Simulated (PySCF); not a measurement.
**The bond of LiMg−, level by level**

The task here is to estimate one member of a computed series from the others.

Computed with PySCF 2.14.0. Level: Li aug-cc-pVDZ-DK, Mg aug-cc-pVDZ-DK, spin-free X2C with a Gaussian nucleus.

4 further runs of the same task are left out: 4 set aside as unsound or not needed.

The first run:

A driver script around PySCF takes these settings:

```
atoms                         : Li, Mg
charge                        : -1
basis                         : Li aug-cc-pVDZ-DK, Mg aug-cc-pVDZ-DK
Hamiltonian                   : spin-free X2C with a Gaussian nucleus
basis functions               : 50
electrons treated             : 16
masses in u                   : 7.0160, 23.9850
levels                        : PBE0, PBE, r²SCAN, r²SCAN0, M06-L, M06-2X, CAM-B3LYP, MP2, SCS-MP2, CCSD, CCSD(T)
grid                          : 80 radial by 434 angular points
occupations                   : held fixed by the projection of orbital angular momentum
dissociation limit            : Li− + Mg, each in its ground configuration
starting distance in angstrom : 2.740
values of 2S to try           : 0, 2
```

The run is started by

```bash
OMP_NUM_THREADS=1 python dia.py task.json out
```

Steps of the session up to this table: The job; The PBE0 curve of the state that the search chose; PBE (GGA); r²SCAN (meta-GGA); r²SCAN0 (hybrid meta-GGA); M06-L; M06-2X (hybrid meta-GGA); CAM-B3LYP (range-separated hybrid); Correlated methods on the Hartree–Fock reference.

One of the session's tables, all rows but one given; the rest of the session is left out.

| level | Re (Å) | ωe (cm⁻¹) | De (eV) |
| --- | --- | --- | --- |
| RHF-MP2 | 3.510 | 123.1 | 0.248 |
| RHF-SCS-MP2 | 3.579 | 110.1 | 0.208 |
| RHF-CCSD | 3.515 | 120.1 | 0.215 |
| RHF-CCSD(T) | 3.415 | 139.9 | 0.291 |
| PBE | ? | ? | ? |
| r²SCAN | 3.405 | 149.2 | 0.412 |
| M06-L | 3.390 | 142.1 | 0.326 |
| PBE0 | 3.435 | 141.7 | 0.379 |
| r²SCAN0 | 3.446 | 141.3 | 0.370 |
| M06-2X | 3.533 | 119.3 | 0.272 |
| CAM-B3LYP | 3.581 | 109.2 | 0.196 |

Q: Estimate the row for PBE from the others.

**Answer.** Re (Å): 3.381; ωe (cm⁻¹): 148.2; De (eV): 0.431. In the column «Re (Å)» it is the lowest.

De is counted to Li− + Mg in their ground configurations.

To keep in mind: The bond is weak, and basis-set superposition, which was not computed, may be a sizeable part of it.
